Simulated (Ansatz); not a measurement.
# C5H12O: basis-set convergence

Aim: see how fast density functionals converge with the basis set for C5H12O.

Computed with Ansatz 0.2.0, Gaussian basis. Level: one geometry, several basis sets.

Levels to be run: PBE0-D4/def2-SVP; ωB97M-V/def2-SVP; PBE0-D4/def2-QZVPP; ωB97M-V/def2-QZVPP; the functionals' def2-TZVPP values are taken from earlier runs.

## 1. The geometry

The geometry comes from an earlier relaxation with PBE0-D4 in a triple-zeta def2 set; it is a stationary point, not always the lowest conformer.

SMILES `CC(C)CCO`, 18 atoms, charge 0, spin multiplicity 1.

Atoms are counted from 1 here; the program's logs count them from 0.

Bond lengths: C1–C2 1.522 Å, C1–H7 1.093 Å, C1–H8 1.095 Å, C1–H9 1.093 Å, C2–C3 1.522 Å, C2–C4 1.526 Å, C2–H10 1.096 Å, C3–H11 1.092 Å, C3–H12 1.095 Å, C3–H13 1.093 Å, C4–C5 1.517 Å, C4–H14 1.098 Å, C4–H15 1.099 Å, C5–O6 1.414 Å, C5–H16 1.099 Å, C5–H17 1.092 Å, O6–H18 0.961 Å. Angles: C2–C1–H7 111.3°, C2–C1–H8 110.8°, C2–C1–H9 111.5°, H7–C1–H8 107.6°, H7–C1–H9 107.9°, H8–C1–H9 107.6°, C1–C2–C3 110.7°, C1–C2–C4 110.2°, C1–C2–H10 108.3°, C3–C2–C4 112.1°, C3–C2–H10 107.9°, C4–C2–H10 107.5°, C2–C3–H11 112.0°, C2–C3–H12 110.8°, C2–C3–H13 110.8°, H11–C3–H12 108.0°, H11–C3–H13 107.4°, H12–C3–H13 107.6° and more.

Coordinates:

```mol
C5H12O
  3D, bonds by distance, orders not assigned

 18 17  0  0  0  0  0  0  0  0999 V2000
    0.6674   -0.8498    1.7125 C   0  0
   -0.1588   -0.2105    0.6064 C   0  0
   -1.1647   -1.2035    0.0429 C   0  0
    0.7574    0.3547   -0.4758 C   0  0
    0.0586    1.1428   -1.5675 C   0  0
   -0.6929    2.2349   -1.0754 O   0  0
    0.0305   -1.2220    2.5190 H   0  0
    1.2435   -1.6978    1.3276 H   0  0
    1.3754   -0.1378    2.1456 H   0  0
   -0.7183    0.6289    1.0351 H   0  0
   -1.8316   -0.7413   -0.6875 H   0  0
   -0.6539   -2.0399   -0.4463 H   0  0
   -1.7884   -1.6176    0.8390 H   0  0
    1.3165   -0.4651   -0.9461 H   0  0
    1.5107    1.0002   -0.0039 H   0  0
    0.7987    1.4802   -2.3063 H   0  0
   -0.6571    0.5133   -2.1010 H   0  0
   -0.0929    2.8300   -0.6182 H   0  0
  1  2  8  0
  2  3  8  0
  2  4  8  0
  4  5  8  0
  5  6  8  0
  1  7  8  0
  1  8  8  0
  1  9  8  0
  2 10  8  0
  3 11  8  0
  3 12  8  0
  3 13  8  0
  4 14  8  0
  4 15  8  0
  5 16  8  0
  5 17  8  0
  6 18  8  0
M  END
```

## 2. PBE0-D4 in def2-SVP

in.yaml

```yaml
crystal:
  periodic: [false, false, false]
  atoms:
    - {symbol: C, position_ang: [0.667414, -0.849806, 1.712522]}
    - {symbol: C, position_ang: [-0.158793, -0.210462, 0.606359]}
    - {symbol: C, position_ang: [-1.164701, -1.203487, 0.042857]}
    - {symbol: C, position_ang: [0.757351, 0.354742, -0.475782]}
    - {symbol: C, position_ang: [0.058596, 1.142771, -1.567521]}
    - {symbol: O, position_ang: [-0.692872, 2.234901, -1.075435]}
    - {symbol: H, position_ang: [0.030518, -1.221953, 2.518990]}
    - {symbol: H, position_ang: [1.243505, -1.697838, 1.327616]}
    - {symbol: H, position_ang: [1.375355, -0.137832, 2.145576]}
    - {symbol: H, position_ang: [-0.718347, 0.628930, 1.035147]}
    - {symbol: H, position_ang: [-1.831565, -0.741288, -0.687507]}
    - {symbol: H, position_ang: [-0.653870, -2.039869, -0.446346]}
    - {symbol: H, position_ang: [-1.788425, -1.617568, 0.838957]}
    - {symbol: H, position_ang: [1.316487, -0.465098, -0.946054]}
    - {symbol: H, position_ang: [1.510704, 1.000243, -0.003857]}
    - {symbol: H, position_ang: [0.798677, 1.480239, -2.306276]}
    - {symbol: H, position_ang: [-0.657118, 0.513332, -2.101029]}
    - {symbol: H, position_ang: [-0.092922, 2.830040, -0.618207]}
basis:
  gaussian: {orbitals: def2-SVP}
hamiltonian: {xc: pbe0, dispersion: d4}
output: {orbitals: {seedname: orbitals}}
```

The run is started by

```console
ansatz run in.yaml --threads 2 --pin off --events-out ev --progress --plain --max-ram 22528MiB --backend cpu
```

The runs that follow: ωB97M-V in def2-SVP; PBE0-D4 in def2-QZVPP; ωB97M-V in def2-QZVPP.

**Question.** What will the summary of the whole plan be? Wanted: PBE0-D4: double and triple zeta above quadruple; ωB97M-V: double and triple zeta above quadruple.

**Answer**, as computed:

```
                                       quantity          value
PBE0-D4: double and triple zeta above quadruple  8.73, 0.43 eV
ωB97M-V: double and triple zeta above quadruple  9.19, 0.42 eV
```

PBE0-D4 gains 8.31 eV from double to triple zeta, then 0.43 eV more. Total energies overstate the basis error of differences, where much of it tends to cancel. The LUMO of ωB97M-V is positive and keeps falling with the basis (3.21 to 1.70 eV): an unbound level that the basis holds in place.
